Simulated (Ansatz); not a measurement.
**C2H4FNO: one species, many methods**

How much do the methods differ for C2H4FNO? The plan is to run it at one geometry with functionals of several rungs and with coupled cluster. The yardstick is the atomisation energy at the CCSD(T) limit.

Computed with Ansatz 0.2.0, Gaussian basis. Level: functionals in def2-TZVPP, the program's frozen cores in correlated methods.

The runs, in order: LDA (SPW92), PBE-D4, revPBE-D4, BLYP-D4, r2SCAN-D4, B97M-V, PBE0-D4, B3LYP-D4, r2SCANh-D4, r2SCAN0-D4, HSE06-D4, BHLYP-D4, CAM-B3LYP-D4, LC-ωPBE, ωB97X-V, ωB97M-V, B2PLYP, PBE-QIDH; CCSD(T)/def2-SVP; CCSD(T)/def2-TZVPP; MP2/def2-QZVPP; extrapolation to the limit; RPA on PBE.

## 1. The geometry

The geometry comes from an earlier relaxation with PBE0-D4 in a triple-zeta def2 set; it is a stationary point, not always the lowest conformer.

SMILES `NC1(F)CO1`, 9 atoms, charge 0, spin multiplicity 1.

Atoms are counted from 1 here; the program's logs count them from 0.

Bond lengths: N1–C2 1.403 Å, N1–H6 1.010 Å, N1–H7 1.009 Å, C2–F3 1.355 Å, C2–C4 1.459 Å, C2–O5 1.368 Å, C4–O5 1.451 Å, C4–H8 1.087 Å, C4–H9 1.086 Å. Angles: C2–N1–H6 112.2°, C2–N1–H7 111.3°, H6–N1–H7 110.8°, N1–C2–F3 109.3°, N1–C2–C4 129.1°, N1–C2–O5 116.5°, F3–C2–C4 116.3°, F3–C2–O5 115.5°, C4–C2–O5 61.7°, C2–C4–O5 56.1°, C2–C4–H8 120.3°, C2–C4–H9 119.6°, O5–C4–H8 114.6°, O5–C4–H9 114.4°, H8–C4–H9 116.6°, C2–O5–C4 62.3°.

Coordinates:

```mol
C2H4FNO
  3D, bonds by distance, orders not assigned

  9  9  0  0  0  0  0  0  0  0999 V2000
   -0.2755    1.2345    0.6441 N   0  0
    0.4240    0.2270   -0.0365 C   0  0
    1.7395    0.3031    0.2790 F   0  0
   -0.0545   -1.0691   -0.5063 C   0  0
    0.1447    0.0818   -1.3676 O   0  0
   -0.2098    1.1330    1.6473 H   0  0
   -1.2405    1.2740    0.3510 H   0  0
   -1.0935   -1.3539   -0.3635 H   0  0
    0.6539   -1.8768   -0.6648 H   0  0
  1  2  8  0
  2  3  8  0
  2  4  8  0
  4  5  8  0
  1  6  8  0
  1  7  8  0
  4  8  8  0
  4  9  8  0
  2  5  8  0
M  END
```

## 2. LDA

This LDA is Slater exchange with PW92 correlation.

in.yaml reads:

```yaml
crystal:
  periodic: [false, false, false]
  atoms:
    - {symbol: N, position_ang: [-0.275470, 1.234522, 0.644130]}
    - {symbol: C, position_ang: [0.424028, 0.227038, -0.036498]}
    - {symbol: F, position_ang: [1.739540, 0.303128, 0.279016]}
    - {symbol: C, position_ang: [-0.054486, -1.069066, -0.506293]}
    - {symbol: O, position_ang: [0.144692, 0.081812, -1.367596]}
    - {symbol: H, position_ang: [-0.209814, 1.133012, 1.647347]}
    - {symbol: H, position_ang: [-1.240481, 1.274046, 0.351016]}
    - {symbol: H, position_ang: [-1.093465, -1.353889, -0.363533]}
    - {symbol: H, position_ang: [0.653857, -1.876802, -0.664790]}
basis:
  gaussian: {orbitals: def2-TZVPP}
hamiltonian: {xc: lda}
output: {orbitals: {seedname: orbitals}}
```

Further steps of the session: PBE-D4 (GGA); revPBE-D4 (GGA); BLYP-D4 (GGA); r2SCAN-D4 (meta-GGA); B97M-V (meta-GGA); PBE0-D4 (hybrid); B3LYP-D4 (hybrid); r2SCANh-D4 (hybrid); r2SCAN0-D4 (hybrid); HSE06-D4 (hybrid); BHLYP-D4 (hybrid); CAM-B3LYP-D4 (range-separated); LC-ωPBE (range-separated); ωB97X-V (range-separated); ωB97M-V (range-separated); B2PLYP (double hybrid); PBE-QIDH (double hybrid); CCSD(T) in def2-SVP; CCSD(T) in def2-TZVPP; MP2 in def2-QZVPP; RPA on PBE orbitals.

**Question.** What will the summary of the whole plan be? Wanted: atomisation energy, CCSD(T)/CBS; farthest beyond LDA; mean size of error, GGA; mean size of error, meta-GGA; mean size of error, hybrid; mean size of error, range-separated; mean size of error, double hybrid; gap, smallest and largest; T1 diagnostic.

The runs gave:

```
                               quantity                                  value
        atomisation energy, CCSD(T)/CBS                              36.395 eV
    functionals within 0.182 eV (0.5 %)                       B97M-V, B3LYP-D4
                    farthest beyond LDA                   BHLYP-D4 (-1.773 eV)
                mean size of error, GGA                               0.800 eV
           mean size of error, meta-GGA                               0.147 eV
             mean size of error, hybrid                               0.598 eV
    mean size of error, range-separated                               0.310 eV
      mean size of error, double hybrid                               0.269 eV
              gap, smallest and largest  6.19 eV (BLYP-D4), 13.55 eV (LC-ωPBE)
                          T1 diagnostic                                 0.0115
triples share of the correlation energy                                  3.7 %
```

In words: The LDA atomisation energy is off by 7.186 eV (20 %): it overbinds. PBE-D4 is off by +1.664 eV. Double hybrids carry the basis error of their MP2 part in triple zeta, and no dispersion term here, so their miss is partly the set-up's. Taken by rung, meta-GGA functionals do best (0.147 eV on average) and GGA ones worst beyond LDA (0.800 eV). The reference freezes the cores and leaves out relativity and excitations past (T), so misses under about 0.182 eV can't be ranked. Hartree-Fock recovers 66 % of the binding; the rest is correlation. CCSD(T) in def2-SVP is off by -2.125 eV, so the small basis spoils what the method gains. Orbital gaps span 6.2 to 13.5 eV; exact exchange widens them.
